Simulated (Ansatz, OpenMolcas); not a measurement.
## How methods differ on LiH (SMILES [LiH])

The species is LiH (2 atoms), meant as a singlet with charge 0. As SMILES, `[LiH]`. The bond length is the measured one.

```xyz
2

Li    0.0000    0.0000    0.0000
H     0.0000    0.0000    1.5957
```

Quantity: the electronic atomisation energy, in eV. The values are calculated. Electronic energies at fixed atoms, without zero-point motion or spin-orbit coupling.

```
           level                    kind     program  value (eV)  less FCI/cc-pVTZ  CPU time (all runs)
      HF/cc-pVTZ            Hartree–Fock      Ansatz        1.47             -1.00                0.3 s
  revPBE/cc-pVTZ                     GGA      Ansatz        2.30             -0.17                1.6 s
  r2SCAN/cc-pVTZ                meta-GGA  OpenMolcas        2.40             -0.07                 11 s
    PBE0/cc-pVTZ           global hybrid  OpenMolcas        2.28             -0.19                9.2 s
 wB97M-V/cc-pVTZ  range-separated hybrid      Ansatz        2.63             +0.16                 10 s
PBE-QIDH/cc-pVTZ           double hybrid      Ansatz        2.28             -0.19                1.6 s
 BCCD(T)/cc-pVTZ   coupled cluster or CI      Ansatz        2.47              0.00               0.96 s
    CCSD/cc-pVTZ   coupled cluster or CI      Ansatz        2.47              0.00               0.81 s
       FCI/3-21G      exact in the basis      Ansatz        1.92             -0.55                1.3 s
     FCI/cc-pVTZ      exact in the basis      Ansatz        2.47              0.00                1.9 s
```

FCI/cc-pVTZ is exact within its basis and frozen core, so for wave-function methods in that basis the difference is their error; functionals converge differently with the basis, so for them it is only a difference. The values span 1.47 to 2.63 eV. High-level rows in very small sets aren't better than simpler rows in larger ones. CPU times are rough (shared hosts, several kinds of processor): they show what a rung costs within a factor of a few.
